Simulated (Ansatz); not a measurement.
Reading a saddle point

A first-order saddle point of BN$_{2}$H$_{9}$, closed shell, PBE0-D4/def2-TZVP, with one imaginary mode of 723i cm⁻¹:

```
atom    x (Å)    y (Å)    z (Å)
  B1  -1.1018  -0.1199  -0.6405
  H2   0.0270  -0.5005  -1.2832
  H3  -1.8039  -0.9528  -1.1712
  H4  -1.2659   1.0115  -1.0419
  H5   0.9380   0.1839   0.8939
  N6  -0.9352  -0.1988   0.8671
  H7   0.7411  -0.1108  -0.7533
  N8   1.6633   0.2881   0.1558
  H9  -1.2583  -1.0676   1.2701
 H10  -1.4239   0.5479   1.3407
 H11   1.9681   1.2467   0.0646
 H12   2.4514  -0.3275   0.2979
```

Program: Ansatz 0.2.0. Basis: def2-TZVPP and def2-QZVPP. Cores are frozen in the correlated methods. Extrapolation: Hartree–Fock as exp(−7.88 √X), correlation as X^−2.97.

Task: Which contacts change along the imaginary mode, and what lies on either side? (Judge from chemistry; the calculation decides.)

Result: By the calculation: The step is BH₃ + NH₃ + NH₃ → BNH₄ ([BH2][NH2]) + NH₃ + H₂, with the molecules in contact on both sides. Shortening one way: B1–N6, H2–H7, H5–N8; lengthening the same way: B1–H2, H5–N6, H7–N8.
```json
{"pair": "B1–N6", "one side (Å)": "1.62", "saddle (Å)": "1.52", "other side (Å)": "1.38"}
{"pair": "H2–H7", "one side (Å)": "2.48", "saddle (Å)": "0.97", "other side (Å)": "0.75"}
{"pair": "H5–N8", "one side (Å)": "1.93", "saddle (Å)": "1.04", "other side (Å)": "1.01"}
{"pair": "B1–H2", "one side (Å)": "1.22", "saddle (Å)": "1.35", "other side (Å)": "4.14"}
{"pair": "H5–N6", "one side (Å)": "1.03", "saddle (Å)": "1.91", "other side (Å)": "3.43"}
{"pair": "H7–N8", "one side (Å)": "1.02", "saddle (Å)": "1.36", "other side (Å)": "3.24"}
```

Task: Which side is lower, and how far does the saddle lie above each? (To be estimated.)

Result: The calculation gives: The side with B1–H2, H5–N6, H7–N8 short is lower by 0.179 eV; the saddle lies 1.502 eV above it and 1.323 eV above the other (CCSD(T) at an estimated basis limit (MP2 extrapolated from triple and quadruple zeta, plus CCSD(T) − MP2 in triple zeta); electronic energies).

No T1 diagnostic of these runs exceeds 0.012.

The step is the kind of exchange with an N–H group that builds nitride films in atomic layer and chemical vapour deposition.

Labels in which every atom is bracketed show which atoms are joined, not bond orders.

For scale, one of the runs: CCSD(T)/def2-TZVPP, 219 basis functions, launched by `ansatz run in.yaml --threads 4 --pin off --events-out ev --progress --plain --max-ram 9574MiB`. Hardware: 4 CPU threads of an Arm Neoverse V1, shared host. Wall time 45 s; peak host memory 3.5 GiB.
